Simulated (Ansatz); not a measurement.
# Pulling the pair apart

The pair of C₂H₄ (SMILES C=C, atoms 1–6) and SiH₄ (SMILES [SiH4], atoms 7–11), both closed shells, in one local arrangement (a lower one may exist), relaxed at PBE0-D4/def2-TZVP:

```tsv
atom	x (Å)	y (Å)	z (Å)
C1	-0.0013	0.6413	-1.6625
C2	-0.0512	-0.6812	-1.6557
H3	0.9341	1.1751	-1.7911
H4	-0.8935	1.2456	-1.5383
H5	-0.9862	-1.2154	-1.5256
H6	0.8414	-1.2852	-1.7783
Si7	0.0318	0.0238	1.9835
H8	-1.3706	-0.0567	1.5044
H9	0.0342	0.0435	3.4706
H10	0.6661	1.2675	1.4806
H11	0.7953	-1.1581	1.5124
```

SiH₄ is shifted rigidly along the line between the mean atom positions of the two fragments (negative: closer). Counterpoise interaction energies in kJ/mol. Ansatz 0.2.0; basis: def2-TZVPPD; cores frozen in the correlated methods.

```json
{"shift (Å)": "-0.37", "PBE-D4": "-4.2", "HF": "13.2", "wB97M-V": "-3.6"}
{"shift (Å)": "-0.18", "PBE-D4": "-6.3", "HF": "7.0", "wB97M-V": "-5.6"}
{"shift (Å)": "0.00", "PBE-D4": "-6.8", "HF": "3.4", "wB97M-V": "-6.0"}
{"shift (Å)": "0.18", "PBE-D4": "-6.6", "HF": "1.4", "wB97M-V": "-5.5"}
{"shift (Å)": "0.44", "PBE-D4": "-5.6", "HF": "0.1", "wB97M-V": "-4.5"}
{"shift (Å)": "0.92", "PBE-D4": "-3.5", "HF": "-0.5", "wB97M-V": "-2.8"}
{"shift (Å)": "1.85", "PBE-D4": "-1.2", "HF": "-0.3", "wB97M-V": "-1.0"}
{"shift (Å)": "3.70", "PBE-D4": "-0.1", "HF": "-0.1", "wB97M-V": "-0.2"}
```

What does CCSD(T) give at these shifts? (To be estimated.)

Computed: -0.9, -3.6, -4.6, -4.7, -4.1, -2.6, -0.9, -0.2 kJ/mol. For zero shift, CCSD(T) at an estimated basis limit (MP2 extrapolated from triple and quadruple zeta, plus CCSD(T) − MP2 in triple zeta) gives -5.5 kJ/mol. These are counterpoise interaction energies, counted from the two frozen fragments.

No T1 diagnostic of these runs exceeds 0.011.

For scale, one of the runs: CCSD(T)/def2-TZVPPD, 258 basis functions, launched by `ansatz run in.yaml --threads 4 --pin off --events-out ev --progress --plain --max-ram 9574MiB`. The run took 77 s on 4 CPU threads of an Arm Neoverse V1 (shared host), with 5.8 GiB of host memory at its peak.
